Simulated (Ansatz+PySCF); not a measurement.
## singlet C2H2: levels of theory in one basis

```xyz
4

C     0.0000    0.0000   -0.6043
C     0.0000    0.0000    3.0213
H     0.0000    0.0000   -1.6792
H     0.0000    0.0000    4.0963
```

Basis set: STO-3G (spherical functions). Correlated methods keep 2 orbitals frozen. Charge 0, multiplicity 1.

Computed with Ansatz (development build ahead of 0.2.0); each method stands on the lowest determinant of its kind that the runs found. NEVPT2 correlates all electrons. Active spaces start from the frontier orbitals, and the lowest solution found is given.

```tsv
method	E − E(RHF) (eV)	<S²> of the determinant
RHF	0.00	0.00
UHF	-8.67	3.01
UHF-MP2	-9.27	3.01
RHF-CCSD	-9.39	–
RHF-CCSD(T)	-9.39	–
UHF-CCSD(T)	-9.70	3.01
RHF-CCSDT(Q)	-9.38	–
UHF-CCSDT(Q)	-9.70	3.01
full CI (lowest root of this spin)	-9.70	–
CASSCF(6,6)	-8.59	–
SC-NEVPT2(6,6)	-9.24	–
```

Task: What does RHF-MP2 give on the same scale?

Result: -8.34 eV.

At such a shape the full CI root can have another spatial symmetry than the determinants, so the rows needn't describe one state.

Task: Is a single determinant a sound starting point here?

Result: It is doubtful. Unrestricted orbitals lower Hartree–Fock by 8.67 eV and <S²> is 3.01 where a pure state has 0.00, a sign of strong static correlation. The CASSCF(6,6) natural occupations are 1.04, 1.00, 1.00, 1.00, 1.00, 0.96.

Caution for RHF, RHF-MP2, RHF-CCSD, RHF-CCSD(T), RHF-CCSDT(Q): an unrestricted determinant lies well below. Caution for UHF, UHF-MP2, UHF-CCSD(T), UHF-CCSDT(Q): the unrestricted determinant is a mixture of spin states; the determinant breaks the point group. Caution for RHF-MP2, RHF-CCSD, RHF-CCSDT(Q): large amplitudes, a single reference is doubtful. Caution for UHF-MP2, UHF-CCSD(T), UHF-CCSDT(Q): bonds are stretched, where a single reference can fail. Caution for RHF-CCSD(T): very large amplitudes, the method is breaking down. Caution for RHF-CCSD(T), RHF-CCSDT(Q): the amplitudes may be one of several solutions. Caution for CASSCF(6,6): other starts end on other solutions of this active space.
